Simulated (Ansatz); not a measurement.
## CCSD(T) forces

BSiHCl (charge -1), singlet, displaced at random from its PBE0-D4/def2-TZVPD minimum.

Si1  (-0.246, 0.698, -1.353)
B2  (0.031, -0.312, -0.060)
Cl3  (0.331, -1.352, 1.508)
H4  (-0.126, 0.888, 0.365)
(Å)

Ansatz 0.2.0; basis: def2-TZVPPD; cores frozen in the correlated methods.

CCSD(T) forces from the calculation:
| atom | Fx | Fy | Fz (eV/Å) |
| --- | --- | --- | --- |
| Si1 | -0.793 | 2.962 | -3.598 |
| B2 | 1.040 | -3.696 | 5.163 |
| Cl3 | -0.149 | 0.381 | -1.083 |
| H4 | -0.098 | 0.353 | -0.482 |

Q: Which atom feels the largest CCSD(T) force, and how large is it?

A: B2, 6.43 eV/Å, along (0.16, -0.57, 0.80).

Root-mean-square difference of the force components from those of CCSD(T): PBE-D4 0.086; r2SCAN-D4 0.118; PBE0-D4 0.155; wB97M-V 0.259 eV/Å.

No T1 diagnostic of these runs exceeds 0.016. These are differences at one structure, and CCSD(T) in triple zeta is itself an approximation.

For scale, one of the runs: CCSD(T)/def2-TZVPPD forces, 153 basis functions (an equivalent command: `ansatz run in.yaml --threads 2`). Time: 37 s of wall clock on 2 CPU threads; the host was shared. Peak host memory: 1.7 GiB.
